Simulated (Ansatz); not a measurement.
**Yb (fcc): energy against volume**

Computed with DFT, PBE, plane waves (420 eV) with PAW, scalar-relativistic in Ansatz.

The cell is scaled uniformly from the relaxed one, with fractional coordinates and shape fixed. Energies are extrapolated to zero smearing, pressures are those at the given smearing. Magnetic state: non-magnetic.

A Birch-Murnaghan fit gives V₀ = 35.60 Å³/atom, B₀ = 19.6 GPa, B₀′ = 3.2.

Problem. What are the energy above the minimum and the pressure at 34.199 Å³/atom?

Solution. 3.5 meV/atom and 0.84 GPa as computed.

Problem. What are the energy above the minimum and the pressure at 38.474 Å³/atom?

Solution. 12.8 meV/atom and -1.28 GPa as computed.

Problem. What are the energy above the minimum and the pressure at 39.899 Å³/atom?

Solution. 27.0 meV/atom and -1.77 GPa as computed.
